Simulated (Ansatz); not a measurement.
The input, for Ansatz 0.2.0:

```yaml
crystal:
  periodic: [false, false, false]
  atoms:
    - {symbol: Al, position_ang: [0.000000, -0.112718, 1.068961]}
    - {symbol: B, position_ang: [0.000000, 0.026926, -1.950247]}
    - {symbol: N, position_ang: [0.000000, 0.108910, -0.695431]}
    - {symbol: H, position_ang: [0.000000, 1.215105, 1.966973]}
basis:
  gaussian: {orbitals: cc-pVDZ}
magnetization: {spin_polarized: false, initial_magnetization: 4}
correlation: {method: ccsd, electrons: outside_noble_gas, diis_vectors: 12}
output: {forces: true}
```

```sh
$ ansatz run in.yaml --threads 1 --pin off --events-out ev --progress --plain --max-ram 2393MiB
```

Log:

```
493 factors; integrals over basis functions are off by at most 1.2e-3 eV
mean field evaluation 1: about -8743.0146 eV, gradient 1.9e1 eV
mean field evaluation 2: about -8743.1029 eV, gradient 1.9e1 eV
mean field evaluation 4: about -8745.8047 eV, gradient 3.4e0 eV
mean field evaluation 8: about -8746.0175 eV, gradient 1.0e0 eV
mean field evaluation 16: about -8746.0912 eV, gradient 3.5e-1 eV
mean field evaluation 32: about -8746.1698 eV, gradient 4.0e-1 eV
mean field evaluation 64: about -8746.0767 eV, gradient 3.1e-1 eV
mean field evaluation 96: about -8746.1200 eV, gradient 1.4e-5 eV
mean field evaluation 128: about -8744.9235 eV, gradient 7.7e0 eV
mean field evaluation 160: about -8746.4019 eV, gradient 4.0e-1 eV
...
cycle   1  -6.60255807 eV  change    3.2e-6 eV  update   4.1e-6
cycle   2  -6.60255704 eV  change    1.0e-6 eV  update   3.1e-6
cycle   3  -6.60255691 eV  change    1.3e-7 eV  update   2.0e-6
cycle   4  -6.60255792 eV  change   -1.0e-6 eV  update   1.3e-6
cycle   5  -6.60255797 eV  change   -5.1e-8 eV  update   6.5e-7
cycle   6  -6.60255780 eV  change    1.8e-7 eV  update   3.5e-7
cycle   7  -6.60255795 eV  change   -1.5e-7 eV  update   1.5e-7
cycle   8  -6.60255804 eV  change   -9.4e-8 eV  update   7.8e-8
cycle   9  -6.60255803 eV  change    8.3e-9 eV  update   4.1e-8
cycle  10  -6.60255804 eV  change   -6.4e-9 eV  update   2.9e-8
the calculation of the forces begins
Total energy: -8753.01204342 eV, -321.6672595910 hartree
Atom 0 at     0.000000    -0.112718     1.068961 Å, force    -0.000000    -0.360967     2.917170 eV/Å
Atom 1 at     0.000000     0.026926    -1.950247 Å, force     0.000000    -0.424518    -8.522865 eV/Å
Atom 2 at     0.000000     0.108910    -0.695431 Å, force     0.000000     0.770746     5.711615 eV/Å
Atom 3 at     0.000000     1.215105     1.966973 Å, force    -0.000000     0.014738    -0.105920 eV/Å
Dipole moment:     0.000000    -0.064787    -0.329338 e Å
```

Forces (eV/Å):
```
Al   0.000 -0.361  2.917
B    0.000 -0.425 -8.523
N    0.000  0.771  5.712
H    0.000  0.015 -0.106
```

Ran on 1 thread of AMD EPYC, shared host: 53 s wall, 0.16 GiB peak host memory.
